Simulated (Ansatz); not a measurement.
# doublet BH2F+: levels of theory compared

We compute a comparison of 6 runs (UB2PLYP/cc-pVTZ, UCAM-B3LYP/cc-pVTZ, UPBE-QIDH/cc-pVTZ, RPA@PBE/cc-pVTZ, UBCCD(T)/cc-pVTZ, UCCSD(T)/cc-pVTZ) of doublet BH2F+. 

The results are computed with Ansatz 0.2.0.

48 further runs of the same task are left out: 48 set aside as unsound or not needed.

### 1 The structure to begin with

BH2F+: 4 atoms, total charge +1, spin state doublet. As SMILES of the parent species, `BF`. The shape is that of a PBE0-D4/def2-TZVP optimisation. That shape belongs to the parent species and isn't relaxed for this state.

Bond lengths: B1–F2 1.317 Å, B1–H3 1.197 Å, B1–H4 1.198 Å. Angles: F2–B1–H3 117.8°, F2–B1–H4 117.8°, H3–B1–H4 124.4°.

### 2 A single-point energy at UB2PLYP/cc-pVTZ (run 1)

File molecule.yaml:

```yaml
crystal:
  periodic: [false, false, false]
  atoms:
    - {symbol: B, position_ang: [-0.027300, -0.004000, -0.030800]}
    - {symbol: F, position_ang: [1.061200, -0.296700, 0.649900]}
    - {symbol: H, position_ang: [-1.012500, -0.649100, 0.186200]}
    - {symbol: H, position_ang: [0.034200, 0.889600, -0.825600]}
basis:
  gaussian: {orbitals: cc-pVTZ}
total_charge: 1
correlation: {frozen_orbitals: {B: 1, F: 1, H: 0}}
output: {orbitals: {seedname: orbitals}}
accuracy: high
hamiltonian: {xc: {name: B2PLYP}}
magnetization: {spin_polarized: true, initial_magnetization: 1}
```

Launch:

```console
$ ansatz run molecule.yaml --threads 1 --pin off --max-ram 3480MiB --events-out events.jsonl --progress --plain --runs-dir runs
```

What it wrote:

```text
Warning: RAYON_NUM_THREADS=1 ignored (pool sized by the plan → 1); use --threads N
Functional definition: B2PLYP
  name "B2PLYP"
  parameter a = 0.53
  parameter c = 0.27
  exchange = (1 - a)*b88_x + a*exact_x
  correlation = (1 - c)*lyp_c + c*(mp2_os + mp2_ss)
1444 factors; integrals over basis functions are off by at most 3.0e-9 eV
mean field evaluation 1: about -3401.5224 eV, gradient 5.5e1 eV
mean field evaluation 2: about -3401.5197 eV, gradient 5.5e1 eV
mean field evaluation 4: about -3409.9251 eV, gradient 7.3e0 eV
mean field evaluation 8: about -3410.1738 eV, gradient 2.3e-1 eV
mean field evaluation 16: about -3410.1745 eV, gradient 2.8e-5 eV
mean field evaluation 32: about -3384.7830 eV, gradient 2.2e1 eV
mean field -3410.17450098 eV, -125.3216014118 hartree, gradient 5.3e-8 eV, S^2 0.765014; 1 other end points of the search recorded, 0 dependent functions left out
2 core orbitals not correlated: weight in the atoms' cores, before any rotation towards them, 1.000 or more for the frozen orbitals, at most 0.000 for the correlated occupied ones
reference -3410.17451938 eV, -125.3216020880 hartree; 6, 5 occupied and 80, 81 virtual orbitals, 1444 factors
second order -11.40798706 eV of doubles, -0.00000000 eV of singles
Total energy: -3413.25467589 eV, -125.4347957518 hartree
```

It took 5.4 s on 1 thread of Arm Neoverse V1, shared host; peak memory 0.26 GiB.

### 3 A single-point energy at UCAM-B3LYP/cc-pVTZ (run 2)

File input.yaml:

```yaml
basis:
  gaussian:
    orbitals: cc-pVTZ
crystal:
  periodic: [false, false, false]
  atoms:
    - {symbol: B, position_ang: [-0.027300, -0.004000, -0.030800]}
    - {symbol: F, position_ang: [1.061200, -0.296700, 0.649900]}
    - {symbol: H, position_ang: [-1.012500, -0.649100, 0.186200]}
    - {symbol: H, position_ang: [0.034200, 0.889600, -0.825600]}
total_charge: 1
magnetization:
  spin_polarized: true
  initial_magnetization: 1
hamiltonian:
  xc: {name: CAM-B3LYP}
accuracy: high
output:
  orbitals: {seedname: orbitals}
```

Launch:

```console
$ ansatz run input.yaml --threads 1 --pin off --max-ram 3480MiB --events-out events.jsonl --progress --plain --runs-dir runs
```

What it wrote:

```text
Warning: RAYON_NUM_THREADS=1 ignored (pool sized by the plan → 1); use --threads N
Functional definition: CAM-B3LYP
  name "CAM-B3LYP"
  parameter alpha = 0.19
  parameter beta = 0.46
  parameter omega = 0.33/bohr
  parameter ac = 0.81
  exchange = (1 - alpha - beta)*b88_x + beta*b88_x_sr(omega) + alpha*exact_x + beta*exact_x_lr(omega)
  correlation = (1 - ac)*vwn5_c + ac*lyp_c
1444 factors; integrals over basis functions are off by at most 3.0e-9 eV
261 factors; integrals over basis functions are off by at most 1.8e-9 eV
mean field evaluation 1: about -3403.9324 eV, gradient 6.1e1 eV
mean field evaluation 2: about -3363.4773 eV, gradient 1.2e2 eV
mean field evaluation 4: about -3414.2508 eV, gradient 2.2e0 eV
mean field evaluation 8: about -3414.2743 eV, gradient 1.3e-1 eV
mean field evaluation 16: about -3414.2745 eV, gradient 1.1e-5 eV
mean field -3414.27451386 eV, -125.4722741058 hartree, gradient 3.9e-8 eV, S^2 0.758507; 0 other end points of the search recorded, 0 dependent functions left out
reference -3414.27452816 eV, -125.4722746315 hartree; 8, 7 occupied and 80, 81 virtual orbitals, 1444 factors
Total energy: -3414.27452816 eV, -125.4722746315 hartree
```

It took 4.5 s on 1 thread of Arm Neoverse V1, shared host; peak memory 0.23 GiB.

Runs 3 to 5 aren't shown in full; the table further down has their settings and results.

### 4 A single-point energy at UCCSD(T)/cc-pVTZ (run 6)

File run.yaml:

```yaml
crystal:
  periodic: [false, false, false]
  atoms:
    - {symbol: B, position_ang: [-0.027300, -0.004000, -0.030800]}
    - {symbol: F, position_ang: [1.061200, -0.296700, 0.649900]}
    - {symbol: H, position_ang: [-1.012500, -0.649100, 0.186200]}
    - {symbol: H, position_ang: [0.034200, 0.889600, -0.825600]}
basis:
  gaussian:
    orbitals: cc-pVTZ
scf:
  omitted_lower_state_checks: [cluster_reference, increment]
magnetization:
  spin_polarized: true
  initial_magnetization: 1
correlation:
  method: ccsd_t
  frozen_orbitals: {B: 1, F: 1, H: 0}
accuracy: high
total_charge: 1
```

Launch:

```console
$ ansatz run run.yaml --threads 1 --pin off --max-ram 3480MiB --events-out events.jsonl --progress --plain --runs-dir runs
```

What it wrote (excerpt; [...] marks lines left out):

```text
Warning: RAYON_NUM_THREADS=1 ignored (pool sized by the plan → 1); use --threads N
Functional definition: HF
  name "HF"
[...]
1444 factors; integrals over basis functions are off by at most 3.0e-9 eV
[...]
mean field -3399.27911242 eV, -124.9212032671 hartree, gradient 4.2e-8 eV, S^2 0.781540; 4 other end points of the search recorded, 0 dependent functions left out
2 core orbitals not correlated: weight in the atoms' cores, before any rotation towards them, 1.000 or more for the frozen orbitals, at most 0.000 for the correlated occupied ones
reference -3399.27911242 eV, -124.9212032671 hartree; 6, 5 occupied and 80, 81 virtual orbitals, 1444 factors
second order -9.33601246 eV of doubles, -0.00000000 eV of singles
cycle   1  -9.21670476 eV  change    1.2e-1 eV  update   1.0e-1
[...]
cycle  24  -9.63665066 eV  change  -1.8e-10 eV  update  6.1e-10
perturbative correction -0.35445211 eV, -0.0130258746 hartree
Total energy: -3409.27021518 eV, -125.2883695214 hartree
Checks for a lower state left out: cluster_reference, increment
```

It took 24 s on 1 thread of Arm Neoverse V1, shared host; peak memory 0.94 GiB.

### 5 The series

```tsv
run	level	frozen core orbitals	energy (Eh)	⟨S²⟩	wall time
1	UB2PLYP/cc-pVTZ	2	-125.434796	0.765	5.4 s
2	UCAM-B3LYP/cc-pVTZ	–	-125.472275	0.759	4.5 s
3	UPBE-QIDH/cc-pVTZ	2	-125.355419	0.769	6 s
4	RPA@PBE/cc-pVTZ	2	-125.467704	0.753	6 s
5	UBCCD(T)/cc-pVTZ	2	-125.288409	0.782	33 s
6	UCCSD(T)/cc-pVTZ	2	-125.288370	0.782	24 s
```

### 6 Outcome

```
                                          quantity          value
                               run 6: total energy  -125.28837 Eh
run 6: correlation energy (2 core orbitals frozen)     -367.2 mEh
                             run 6: (T) correction     -13.03 mEh
          run 6: ⟨S²⟩ of the reference determinant          0.782
                              run 6: T1 diagnostic          0.031
```

In words: Totals of different functionals can't be ranked against each other. All runs together took 78 s, the longest 33 s.
